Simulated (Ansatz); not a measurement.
Geometry optimisation, RKS B3LYP-D4/cc-pVDZ (Ansatz).

The input (input.yaml):

```yaml
crystal:
  periodic: [false, false, false]
  atoms:
    - { symbol: B, position_ang: [-1.0466, 0.4566, -1.098] }
    - { symbol: Si, position_ang: [0.4616, 0.4808, 0.0409] }
    - { symbol: B, position_ang: [0.3614, -1.0711, 1.1826] }
    - { symbol: H, position_ang: [-1.321, -0.497, -1.6486] }
    - { symbol: H, position_ang: [-1.3368, 1.4938, -1.7072] }
    - { symbol: H, position_ang: [0.4825, 1.7191, 0.8614] }
    - { symbol: H, position_ang: [1.7083, 0.4294, -0.7786] }
    - { symbol: H, position_ang: [0.4065, -2.1383, 0.7189] }
    - { symbol: H, position_ang: [0.3725, -0.9196, 2.4114] }
basis:
  gaussian: { orbitals: cc-pVDZ }
hamiltonian:
  xc: b3lyp
  dispersion: d4
relax:
  f_tol: 0.02
  max_steps: 40
scf:
  lower_state_search: "off"
output:
  orbitals: {}
```

Command:

```bash
$ ansatz run input.yaml --threads 1 --pin off --max-ram 2048MiB --backend cpu --events-out ev --progress --plain --runs-dir out
```

**Question.** Where does it end, and by what steps?

**Answer.** The run converged. The force dipped under the threshold on the way, but the program's further checks kept it going. After 16 steps the energy has fallen by 0.664 eV; H5 moved furthest, 1.11 Å.

```
step  energy less start (eV)  largest force component (eV/Å)  accepted
   0                  0.0000                           2.288       yes
   1                 -0.5240                           1.177       yes
   2                 -0.5889                           0.424       yes
   3                 -0.6352                           0.105       yes
   4                 -0.6476                           0.065       yes
   5                 -0.6471                           0.320        no
   6                 -0.6479                           0.182       yes
   7                 -0.6555                           0.072       yes
   8                 -0.6551                           0.262        no
   9                 -0.6580                           0.057       yes
  10                 -0.6598                           0.063       yes
  11                 -0.6599                           0.206       yes
  12                 -0.6633                           0.020       yes
  13                 -0.6637                           0.003       yes
  14                 -0.6639                           0.043       yes
  15                 -0.6625                           0.095        no
  16                 -0.6641                           0.001       yes
```

```xyz
9
Properties=species:S:1:pos:R:3
B -0.992 0.482 -1.195
Si 0.676 0.496 -0.053
B 0.320 -1.013 1.244
H -1.060 -0.211 -2.179
H -1.964 1.119 -0.876
H 0.837 1.806 0.663
H 1.904 0.232 -0.874
H 0.631 -2.146 0.973
H -0.263 -0.813 2.280
```

Whether the end is a true minimum wasn't checked by a vibrational analysis.

Time of the run: 33 s on 1 thread of Arm Neoverse V1 (shared host), peak memory 0.12 GiB.
